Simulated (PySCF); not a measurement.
# Computed and reference excited states of methanimine (`C=N`)

Published values to compare with (the computed states carry no symmetry labels, so the two lists aren't matched line by line):

```json
{"state": "3A''(n→π*)", "E (eV)": "4.65", "f": "", "kind of transition": "vertical absorption", "source": "[1]"}
{"state": "1A''(n→π*)", "E (eV)": "5.23", "f": "0.003", "kind of transition": "vertical absorption", "source": "[1]"}
```

[1] computed, theoretical best estimate (aug-cc-pVTZ, frozen core, CC3 geometry), gas; Veril, Scemama, Caffarel, Lipparini, Boggio-Pasqua, Jacquemin, Loos, WIREs Comput. Mol. Sci. 2021, 11, e1517 (QUESTDB)

Species: methanimine, CH3N.
InChI=1S/CH3N/c1-2/h2H,1H2

Computed, not measured: PySCF, TDDFT CAM-B3LYP/def2-SVPD, vertical, gas phase, core orbitals frozen in the response. Isolated species at its GFN2-xTB geometry, gas phase.

Computed singlets: 5.02 eV (f 0.002); 7.24 eV (f 0.004); 8.25 eV (f 0.068); 8.92 eV (f 0.220); 9.19 eV (f 0.051); 9.51 eV (f 0.249); 9.58 eV (f 0.000); 10.21 eV (f 0.002). Computed triplets (Tamm–Dancoff): 4.15, 5.28, 6.91 eV.

**Question.** How does the lowest computed triplet compare with the best estimate listed for the lowest triplet (vertical absorption)?

**Answer.** 4.15 eV against 4.65 eV for 3A''(n→π*) [1]: a difference of -0.50 eV. Geometry and basis of the two calculations needn't be the same.
